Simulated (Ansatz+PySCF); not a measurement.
Two shapes of singlet C2H4O2.

Shape 1:

```xyz
8

C     0.0000   -0.9285   -0.0654
O     0.0000   -0.9156    1.1316
O     0.0000    0.1455   -0.8496
C     0.0000    1.3995   -0.1837
H     0.0000   -1.8418   -0.6966
H     0.0000    2.1653   -0.9678
H    -0.8920    1.5055    0.4514
H     0.8920    1.5055    0.4514
```

Shape 2:

```xyz
8

C     0.0000   -1.0028   -0.0706
O     0.0000   -0.9888    1.2221
O     0.0000    0.1572   -0.9175
C     0.0000    1.5115   -0.1984
H     0.0000   -1.9891   -0.7523
H     0.0000    2.3385   -1.0452
H    -0.9634    1.6259    0.4875
H     0.9634    1.6259    0.4875
```

Basis set: def2-SVP (spherical functions). Left uncorrelated: 4 orbitals. Charge 0, multiplicity 1.

Computed with Ansatz (development build ahead of 0.2.0); each method stands on the lowest determinant of its kind that the runs found.

(1) Which shape is lower in energy, and by how much in each method?

Answers

(1)

```csv
method,E(2) − E(1) (eV)
RHF,1.851
UHF,1.851
UHF-MP2,1.192
RHF-CCSD,1.248
RHF-CCSD(T),1.128
```

Shape 1 is lower.
